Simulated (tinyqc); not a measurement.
Worked calculation: CIS and TDHF on RHF in the sto-6g basis, frozen core, for H2O, spin multiplicity 1. One step of it, computed by the program tinyqc.

Problem. Integrals over molecular orbitals. (pq|rs) = sum C_ip C_jq C_kr C_ls (ij|kl), one index at a time.

coefficients C:
```
              MO1        MO2        MO3        MO4       MO5        MO6        MO7
1O 1s    0.996661  -0.221119   0.000000   0.100549  0.000000  -0.117403   0.000000
1O 2s    0.015854   0.836243   0.000000  -0.557871  0.000000   0.858088   0.000000
1O 2px   0.000000   0.000000   0.000000   0.000000  1.000000   0.000000   0.000000
1O 2py   0.000000   0.000000   0.623550   0.000000  0.000000   0.000000   0.959913
1O 2pz   0.003394   0.137933   0.000000   0.750292  0.000000   0.785745   0.000000
2H 1s   -0.003697   0.153143   0.447636   0.288426  0.000000  -0.785902  -0.846335
3H 1s   -0.003697   0.153143  -0.447636   0.288426  0.000000  -0.785902   0.846335
```

core Hamiltonian H = T + V (hartree), lower triangle:
```
             1O 1s      1O 2s     1O 2px     1O 2py     1O 2pz      2H 1s      3H 1s
1O 1s   -33.033440
1O 2s    -7.302102  -9.245469
1O 2px    0.000000   0.000000  -7.473264
1O 2py    0.000000   0.000000   0.000000  -7.610765
1O 2pz   -0.021865  -0.243544   0.000000   0.000000  -7.585092
2H 1s    -1.751732  -3.727239   0.000000  -1.895862  -1.796261  -5.090187
3H 1s    -1.751732  -3.727239   0.000000   1.895862  -1.796261  -1.791285  -5.090187
```

Two-electron integrals (ij|kl) in chemists' order, unique and non-zero (hartree):
```
(11|11) 4.787491    (21|11) 0.675884    (21|21) 0.121505    (22|11) 1.117379
(22|21) 0.249212    (22|22) 0.817383    (31|31) 0.025762    (32|31) 0.039145
(32|32) 0.180664    (33|11) 1.117381    (33|21) 0.249212    (33|22) 0.817382
(33|33) 0.880663    (41|41) 0.025762    (42|41) 0.039145    (42|42) 0.180664
(43|43) 0.047461    (44|11) 1.117381    (44|21) 0.249212    (44|22) 0.817382
(44|33) 0.785741    (44|44) 0.880663    (51|51) 0.025762    (52|51) 0.039145
(52|52) 0.180664    (53|53) 0.047461    (54|54) 0.047461    (55|11) 1.117381
(55|21) 0.249212    (55|22) 0.817382    (55|33) 0.785741    (55|44) 0.785741
(55|55) 0.880663    (61|11) 0.171904    (61|21) 0.029608    (61|22) 0.059358
(61|33) 0.059229    (61|41) 0.001072    (61|42) 0.002090    (61|44) 0.059442
(61|51) 0.000967    (61|52) 0.001885    (61|54) 0.000192    (61|55) 0.059402
(61|61) 0.007354    (62|11) 0.401607    (62|21) 0.090745    (62|22) 0.327526
(62|33) 0.322209    (62|41) 0.005368    (62|42) 0.038902    (62|44) 0.331005
(62|51) 0.004841    (62|52) 0.035082    (62|54) 0.007932    (62|55) 0.329363
(62|61) 0.022206    (62|62) 0.160465    (63|31) 0.010290    (63|32) 0.057218
(63|43) 0.008102    (63|53) 0.007307    (63|63) 0.023236    (64|11) 0.209547
(64|21) 0.048038    (64|22) 0.184945    (64|33) 0.176515    (64|41) 0.012815
(64|42) 0.078199    (64|44) 0.197731    (64|51) 0.002277    (64|52) 0.018922
(64|54) 0.011825    (64|55) 0.180590    (64|61) 0.012320    (64|62) 0.110202
(64|64) 0.098194    (65|11) 0.188975    (65|21) 0.043322    (65|22) 0.166788
(65|33) 0.159186    (65|41) 0.002277    (65|42) 0.018922    (65|44) 0.163704
(65|51) 0.012344    (65|52) 0.074282    (65|54) 0.012177    (65|55) 0.177474
(65|61) 0.011110    (65|62) 0.099383    (65|64) 0.067599    (65|65) 0.084198
(66|11) 0.530520    (66|21) 0.122090    (66|22) 0.502117    (66|33) 0.481841
(66|41) 0.009753    (66|42) 0.095215    (66|44) 0.515386    (66|51) 0.008795
(66|52) 0.085867    (66|54) 0.030252    (66|55) 0.509123    (66|61) 0.030224
(66|62) 0.305381    (66|64) 0.239768    (66|65) 0.216229    (66|66) 0.774999
(71|11) 0.171904    (71|21) 0.029608    (71|22) 0.059358    (71|33) 0.059229
(71|41) -0.001072   (71|42) -0.002090   (71|44) 0.059442    (71|51) 0.000967
(71|52) 0.001885    (71|54) -0.000192   (71|55) 0.059402    (71|61) 0.007257
(71|62) 0.021547    (71|64) 0.010831    (71|65) 0.010775    (71|66) 0.028941
(71|71) 0.007354    (72|11) 0.401607    (72|21) 0.090745    (72|22) 0.327526
(72|33) 0.322209    (72|41) -0.005368   (72|42) -0.038902   (72|44) 0.331005
(72|51) 0.004841    (72|52) 0.035082    (72|54) -0.007932   (72|55) 0.329363
(72|61) 0.021547    (72|62) 0.133870    (72|64) 0.062747    (72|65) 0.080769
(72|66) 0.213439    (72|71) 0.022206    (72|72) 0.160465    (73|31) 0.010290
(73|32) 0.057218    (73|43) -0.008102   (73|53) 0.007307    (73|63) 0.018896
(73|73) 0.023236    (74|11) -0.209547   (74|21) -0.048038   (74|22) -0.184945
(74|33) -0.176515   (74|41) 0.012815    (74|42) 0.078199    (74|44) -0.197731
(74|51) -0.002277   (74|52) -0.018922   (74|54) 0.011825    (74|55) -0.180590
(74|61) -0.010831   (74|62) -0.062747   (74|64) -0.010825   (74|65) -0.036945
(74|66) -0.086802   (74|71) -0.012320   (74|72) -0.110202   (74|74) 0.098194
(75|11) 0.188975    (75|21) 0.043322    (75|22) 0.166788    (75|33) 0.159186
(75|41) -0.002277   (75|42) -0.018922   (75|44) 0.163704    (75|51) 0.012344
(75|52) 0.074282    (75|54) -0.012177   (75|55) 0.177474    (75|61) 0.010775
(75|62) 0.080769    (75|64) 0.036945    (75|65) 0.066895    (75|66) 0.141810
(75|71) 0.011110    (75|72) 0.099383    (75|74) -0.067599   (75|75) 0.084198
(76|11) 0.177674    (76|21) 0.040577    (76|22) 0.158971    (76|33) 0.155074
(76|44) 0.157769    (76|51) 0.003398    (76|52) 0.029229    (76|55) 0.164070
(76|61) 0.009852    (76|62) 0.078634    (76|64) 0.046294    (76|65) 0.054759
(76|66) 0.156189    (76|71) 0.009852    (76|72) 0.078634    (76|74) -0.046294
(76|75) 0.054759    (76|76) 0.046963    (77|11) 0.530520    (77|21) 0.122090
(77|22) 0.502117    (77|33) 0.481841    (77|41) -0.009753   (77|42) -0.095215
(77|44) 0.515386    (77|51) 0.008795    (77|52) 0.085867    (77|54) -0.030252
(77|55) 0.509123    (77|61) 0.028941    (77|62) 0.213439    (77|64) 0.086802
(77|65) 0.141810    (77|66) 0.361713    (77|71) 0.030224    (77|72) 0.305381
(77|74) -0.239768   (77|75) 0.216229    (77|76) 0.156189    (77|77) 0.774999
```

Give: one-electron integrals over orbitals h = C^T H C; Two-electron integrals over orbitals.

Solution.

one-electron integrals over orbitals h = C^T H C (hartree), lower triangle:
```
          1        2        3        4        5        6        7
1  -33.0200
2    0.5644  -7.7258
3    0.0000   0.0000  -6.3980
4   -0.2525   0.4619   0.0000  -6.9656
5    0.0000   0.0000   0.0000   0.0000  -7.4733
6    0.3063  -1.4089   0.0000  -1.1079   0.0000  -5.4550
7    0.0000   0.0000  -1.6841   0.0000   0.0000   0.0000  -5.5779
```

Two-electron integrals over orbitals (pq|rs), unique and non-zero (hartree); the lowest 1 orbital is frozen and left out:
```
(22|22) 0.7339    (32|32) 0.1429    (33|22) 0.6509    (33|33) 0.6376
(42|22) 0.0035    (42|33) 0.0053    (42|42) 0.1235    (43|32) 0.0179
(43|43) 0.0491    (44|22) 0.6717    (44|33) 0.6004    (44|42) -0.1028
(44|44) 0.7706    (52|52) 0.1445    (53|53) 0.0292    (54|52) -0.0490
(54|54) 0.0565    (55|22) 0.7494    (55|33) 0.6335    (55|42) -0.0730
(55|44) 0.7233    (55|55) 0.8807    (62|22) 0.1468    (62|33) 0.0813
(62|42) 0.0194    (62|44) 0.0832    (62|55) 0.1591    (62|62) 0.1045
(63|32) -0.0332   (63|43) -0.0275   (63|63) 0.0653    (64|22) 0.0957
(64|33) 0.0452    (64|42) -0.0421   (64|44) 0.1258    (64|55) 0.1209
(64|62) 0.0590    (64|64) 0.0753    (65|52) 0.0573    (65|54) -0.0011
(65|65) 0.0382    (66|22) 0.6258    (66|33) 0.5775    (66|42) 0.0556
(66|44) 0.5578    (66|55) 0.5984    (66|62) 0.1039    (66|64) 0.0450
(66|66) 0.6093    (72|32) 0.0392    (72|43) -0.0366   (72|63) 0.0358
(72|72) 0.0613    (73|22) 0.1346    (73|33) 0.0904    (73|42) -0.0818
(73|44) 0.1535    (73|55) 0.1881    (73|62) 0.0760    (73|64) 0.0841
(73|66) 0.0388    (73|73) 0.1555    (74|32) -0.0796   (74|43) 0.0007
(74|63) 0.0435    (74|72) -0.0152   (74|74) 0.0720    (75|53) 0.0235
(75|75) 0.0236    (76|32) 0.0945    (76|43) 0.0481    (76|63) -0.0584
(76|72) -0.0124   (76|74) -0.0596   (76|76) 0.1122    (77|22) 0.6225
(77|33) 0.6113    (77|42) -0.0102   (77|44) 0.6016    (77|55) 0.6185
(77|62) 0.0681    (77|64) 0.0384    (77|66) 0.5721    (77|73) 0.0835
(77|77) 0.6158
```
